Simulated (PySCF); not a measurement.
Spectrum to structure. The calculation used TDDFT CAM-B3LYP/def2-SVPD, vertical, gas phase, core orbitals frozen in the response in PySCF. Geometries: PBE0-D3(BJ)/def2-SVP, one conformer each.

| state | E (eV) | f |
| --- | --- | --- |
| S1 | 7.23 | 0.0011 |
| S2 | 7.74 | 0.0066 |
| S3 | 7.77 | 0.016 |
| S4 | 7.95 | 0.0043 |
| S5 | 8.57 | 0.0053 |
| S6 | 8.64 | 0.0050 |
| S7 | 8.81 | 0.032 |
| S8 | 8.82 | 0.0024 |
| S9 | 8.87 | 0.014 |
| S10 | 8.96 | 0.016 |

**Question.** Which structure fits?
A. s-Bu2O (`CC[C@@H](C)O[C@@H](C)CC`)
B. anisole (`COc1ccccc1`)
C. 1-methyl-1H-indene (`C[C@H]1C=Cc2ccccc21`)

**Answer.** A. Its S1, at 7.23 eV, is the highest among the candidates; the nearest of the others has S1 at 5.18 eV. S1 is HOMO→LUMO (84%). Löwdin shares by element: HOMO oxygen 53%, carbon 24% or more (atoms not listed hold the other 24%); LUMO carbon 34% or more (atoms not listed hold the other 66%). At the same level the other candidates give, for their lowest levels:
- `COc1ccccc1`: 5.18 eV (f 0.032); 5.94 eV (f 0.076); 6.44 eV (f 0.005); 6.89 eV (f 0.022); 6.93 eV (f 0.691); T1 4.00 eV; HOMO -7.64, LUMO 0.82 eV
- `C[C@H]1C=Cc2ccccc21`: 4.96 eV (f 0.065); 5.05 eV (f 0.113); 6.11 eV (f 0.252); 6.39 eV (f 0.255); 6.46 eV (f 0.154); T1 3.28 eV; HOMO -7.47, LUMO 0.26 eV

Shape of the structure used: `[CH3:1][CH2:2][C@@H:3]([CH3:4])[O:5][C@@H:6]([CH3:7])[CH2:8][CH3:9]`: C1–C2–C3–C4 177°, C2–C3–O5–C6 153°, C3–O5–C6–C7 150°, O5–C6–C8–C9 172°.
Triplets come from the Tamm–Dancoff approximation.
